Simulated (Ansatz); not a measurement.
Cartesian coordinates in Å:
```
C -0.774 0.704 0.861
C 0.206 -0.307 0.267
C -0.120 -0.641 -1.188
C 1.575 0.188 0.379
N 2.650 0.590 0.459
H -0.537 0.923 1.903
H -0.748 1.640 0.300
H -1.788 0.302 0.813
H 0.162 -1.229 0.858
H 0.579 -1.372 -1.594
H -0.076 0.256 -1.807
H -1.129 -1.053 -1.251
```

Charge 0, multiplicity 1.

Problem. List the PBE/def2-TZVPP orbital energies in eV (Ansatz). (Estimate.)

Solution. The calculation gave: Occupied: -380.21, -270.51, -269.71, -269.34, -269.34, -22.49, -20.67, -17.60, -16.09, -12.96, -11.76, -10.91, -9.97, -9.80, -9.24, -9.15, -8.27, -7.93, -7.88. Lowest empty: -0.40, -0.10, 0.31, 1.20, 1.61, 1.62, 1.96, 2.48.
